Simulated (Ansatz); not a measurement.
Born–Oppenheimer molecular dynamics of BH$_{5}$S (7 atoms, charge 0, multiplicity 1). It starts at the highest image of a converged band, a first-order saddle point between two minima.

Level of theory: RKS B3LYP-D4/def2-SVP in Ansatz.

```
ensemble                      : NVE (velocity Verlet)
time step                     : 0.5 fs
steps asked                   : 200
starting velocities drawn for : 300 K
seed                          : 8277
```

First frame:

```xyz
7
Properties=species:S:1:pos:R:3
B 0.096 -0.259 0.058
H -0.150 0.177 1.245
H 1.212 0.095 -0.214
H -0.864 -0.038 -0.628
S 0.260 -2.290 0.422
H -1.062 -2.577 0.387
H -0.028 -0.944 1.273
```

**Question.** How far do the bonds stretch over the last three quarters of this one trajectory? (Pairs bonded in most of those frames.)

**Answer.** 
| bond | mean (Å) | spread (Å) | shortest | longest |
| --- | --- | --- | --- | --- |
| B1–H3 | 1.203 | 0.021 | 1.17 | 1.24 |
| B1–H4 | 1.201 | 0.011 | 1.18 | 1.23 |
| B1–S5 | 1.796 | 0.101 | 1.65 | 1.99 |
| H2–H7 | 0.768 | 0.026 | 0.73 | 0.86 |
| S5–H6 | 1.356 | 0.011 | 1.34 | 1.37 |

Mean temperature of the second half: 1569 K. The conserved energy stayed within 0.12 meV per atom of its start (net change -0.0046 meV per atom), so the integration is sound. The kinetic energy rose, since the run started high on the potential surface and went downhill. It ends in pieces (BH3S + H2), so much of that is their flight and rotation, not heat. A run of 0.1 ps of so small a system gives no equilibrium averages. The orbitals stay closed-shell, which can raise the energy where a bond breaks towards radicals; this wasn't checked here.

Run time: 3.6 min on 1 thread of Arm Neoverse V2, with other jobs on the host, peak memory 0.1 GiB.
